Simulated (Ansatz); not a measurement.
Relaxation of AlFH₄ (6 atoms, charge 0, multiplicity 1), to a largest force component of 0.03 eV/Å in at most 50 steps.

The calculation used Ansatz, RKS PBE0/def2-SVP.

```xyz
6
Properties=species:S:1:pos:R:3
Al 0.020 -0.480 -0.408
H 0.012 -0.030 2.312
H 1.416 0.166 -0.753
H -1.400 0.120 -0.739
F 0.050 -1.994 0.328
H 0.029 -0.681 2.003
```

Q: Where does it end, and by what steps?

A: It converged. After 9 steps the energy has fallen by 0.116 eV; H2 moved furthest, 0.42 Å.

```json
{"step": "0", "energy less start (eV)": "0.0000", "largest force component (eV/Å)": "1.650", "accepted": "yes"}
{"step": "1", "energy less start (eV)": "-0.0541", "largest force component (eV/Å)": "0.800", "accepted": "yes"}
{"step": "2", "energy less start (eV)": "-0.0817", "largest force component (eV/Å)": "0.780", "accepted": "yes"}
{"step": "3", "energy less start (eV)": "-0.0882", "largest force component (eV/Å)": "0.378", "accepted": "yes"}
{"step": "4", "energy less start (eV)": "-0.1044", "largest force component (eV/Å)": "0.645", "accepted": "yes"}
{"step": "5", "energy less start (eV)": "-0.1103", "largest force component (eV/Å)": "0.557", "accepted": "yes"}
{"step": "6", "energy less start (eV)": "-0.1157", "largest force component (eV/Å)": "0.044", "accepted": "yes"}
{"step": "7", "energy less start (eV)": "-0.1161", "largest force component (eV/Å)": "0.031", "accepted": "yes"}
{"step": "8", "energy less start (eV)": "-0.1158", "largest force component (eV/Å)": "0.042", "accepted": "no"}
{"step": "9", "energy less start (eV)": "-0.1162", "largest force component (eV/Å)": "0.003", "accepted": "yes"}
```

```xyz
6
Properties=species:S:1:pos:R:3
Al 0.020 -0.534 -0.257
H 0.013 0.137 1.922
H 1.412 0.172 -0.511
H -1.396 0.122 -0.503
F 0.051 -2.168 0.113
H 0.028 -0.627 1.978
```

Whether the end is a true minimum wasn't checked by a vibrational analysis.

Time of the run: 6.1 s on 1 thread of Intel(R) Xeon(R) 6975P-C (Granite Rapids), on a shared host, peak memory 0.11 GiB.
